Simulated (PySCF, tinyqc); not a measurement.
RKS/PBE in the sto-6g basis, for BH, spin multiplicity 1, step by step. The lowest restricted solution is unstable here: a spin-polarised one lies 0.0000 hartree lower (PySCF). One step of it, computed by the program tinyqc.

Question. Iteration 1: building the Kohn-Sham matrix. J_ij = sum D_kl (ij|kl); F = H + J + V_xc; E = tr D H + tr D J / 2 + E_xc + E_nn.

D at the start, order 1B 1s, 1B 2s, 1B 2px, 1B 2py, 1B 2pz, 2H 1s:
$$\begin{pmatrix}
2.151509 & -0.572188 & 0.000000 & 0.000000 & -0.003033 & 0.018795 \\
-0.572188 & 2.160687 & 0.000000 & 0.000000 & 0.012254 & -0.064227 \\
0.000000 & 0.000000 & 0.000000 & 0.000000 & 0.000000 & 0.000000 \\
0.000000 & 0.000000 & 0.000000 & 0.000000 & 0.000000 & 0.000000 \\
-0.003033 & 0.012254 & 0.000000 & 0.000000 & 2.015374 & -0.082557 \\
0.018795 & -0.064227 & 0.000000 & 0.000000 & -0.082557 & 0.005263
\end{pmatrix}$$

core Hamiltonian H = T + V (hartree), order 1B 1s, 1B 2s, 1B 2px, 1B 2py, 1B 2pz, 2H 1s:
$$\begin{pmatrix}
-12.663962 & -3.136209 & 0.000000 & 0.000000 & -0.004759 & -0.049861 \\
-3.136209 & -3.595091 & 0.000000 & 0.000000 & -0.046281 & -0.231622 \\
0.000000 & 0.000000 & -2.837387 & 0.000000 & 0.000000 & 0.000000 \\
0.000000 & 0.000000 & 0.000000 & -2.837387 & 0.000000 & 0.000000 \\
-0.004759 & -0.046281 & 0.000000 & 0.000000 & -2.858403 & -0.274759 \\
-0.049861 & -0.231622 & 0.000000 & 0.000000 & -0.274759 & -1.568370
\end{pmatrix}$$

Two-electron integrals (ij|kl) in chemists' order, unique and non-zero (hartree):
```
(11|11) 2.924993   (21|11) 0.480756   (21|21) 0.099484   (22|11) 0.743449
(22|21) 0.188967   (22|22) 0.544922   (31|31) 0.021096   (32|31) 0.030854
(32|32) 0.120443   (33|11) 0.743450   (33|21) 0.188967   (33|22) 0.544922
(33|33) 0.587109   (41|41) 0.021096   (42|41) 0.030854   (42|42) 0.120443
(43|43) 0.031641   (44|11) 0.743450   (44|21) 0.188967   (44|22) 0.544922
(44|33) 0.523827   (44|44) 0.587109   (51|51) 0.021096   (52|51) 0.030854
(52|52) 0.120443   (53|53) 0.031641   (54|54) 0.031641   (55|11) 0.743450
(55|21) 0.188967   (55|22) 0.544922   (55|33) 0.523827   (55|44) 0.523827
(55|55) 0.587109   (61|11) 0.007701   (61|21) 0.001552   (61|22) 0.002952
(61|33) 0.002937   (61|44) 0.002937   (61|51) 0.000123   (61|52) 0.000241
(61|55) 0.002983   (61|61) 0.000025   (62|11) 0.035003   (62|21) 0.009154
(62|22) 0.031334   (62|33) 0.030406   (62|44) 0.030406   (62|51) 0.000982
(62|52) 0.007044   (62|55) 0.033191   (62|61) 0.000154   (62|62) 0.003502
(63|31) 0.000663   (63|32) 0.003551   (63|53) 0.001106   (63|63) 0.000248
(64|41) 0.000663   (64|42) 0.003551   (64|54) 0.001106   (64|64) 0.000248
(65|11) 0.040617   (65|21) 0.010711   (65|22) 0.038101   (65|33) 0.036451
(65|44) 0.036451   (65|51) 0.001589   (65|52) 0.010949   (65|55) 0.041399
(65|61) 0.000184   (65|62) 0.004874   (65|65) 0.006917   (66|11) 0.219464
(66|21) 0.058132   (66|22) 0.219126   (66|33) 0.212369   (66|44) 0.212369
(66|51) 0.004752   (66|52) 0.045781   (66|55) 0.232639   (66|61) 0.000966
(66|62) 0.037923   (66|65) 0.055929   (66|66) 0.774999
```

nuclear repulsion = 1.09742267 hartree

V_xc (hartree), order 1B 1s, 1B 2s, 1B 2px, 1B 2py, 1B 2pz, 2H 1s:
$$\begin{pmatrix}
-1.903449 & -0.261925 & 0.000000 & 0.000000 & -0.000079 & -0.004418 \\
-0.261925 & -0.460138 & 0.000000 & 0.000000 & -0.000211 & -0.021484 \\
0.000000 & 0.000000 & -0.431359 & 0.000000 & 0.000000 & 0.000000 \\
0.000000 & 0.000000 & 0.000000 & -0.431359 & 0.000000 & 0.000000 \\
-0.000079 & -0.000211 & 0.000000 & 0.000000 & -0.517692 & -0.025226 \\
-0.004418 & -0.021484 & 0.000000 & 0.000000 & -0.025226 & -0.086511
\end{pmatrix}$$

E_xc = sum of w rho eps_xc = -4.54535833 hartree

Give: Coulomb J; Kohn-Sham matrix F; total energy of this density.

Answer.

Coulomb J (hartree), order 1B 1s, 1B 2s, 1B 2px, 1B 2py, 1B 2pz, 2H 1s:
$$\begin{pmatrix}
8.8379 & 1.7071 & 0.0000 & 0.0000 & 0.0003 & 0.0271 \\
1.7071 & 3.6499 & 0.0000 & 0.0000 & 0.0003 & 0.1985 \\
0.0000 & 0.0000 & 3.6077 & 0.0000 & 0.0000 & 0.0000 \\
0.0000 & 0.0000 & 0.0000 & 3.6077 & 0.0000 & 0.0000 \\
0.0003 & 0.0003 & 0.0000 & 0.0000 & 3.7342 & 0.2397 \\
0.0271 & 0.1985 & 0.0000 & 0.0000 & 0.2397 & 1.3391
\end{pmatrix}$$

Kohn-Sham matrix F (hartree), order 1B 1s, 1B 2s, 1B 2px, 1B 2py, 1B 2pz, 2H 1s:
$$\begin{pmatrix}
-5.7295 & -1.6911 & 0.0000 & 0.0000 & -0.0046 & -0.0271 \\
-1.6911 & -0.4054 & 0.0000 & 0.0000 & -0.0462 & -0.0546 \\
0.0000 & 0.0000 & 0.3390 & 0.0000 & 0.0000 & 0.0000 \\
0.0000 & 0.0000 & 0.0000 & 0.3390 & 0.0000 & 0.0000 \\
-0.0046 & -0.0462 & 0.0000 & 0.0000 & 0.3581 & -0.0603 \\
-0.0271 & -0.0546 & 0.0000 & 0.0000 & -0.0603 & -0.3158
\end{pmatrix}$$

total energy of this density = -24.362138 hartree
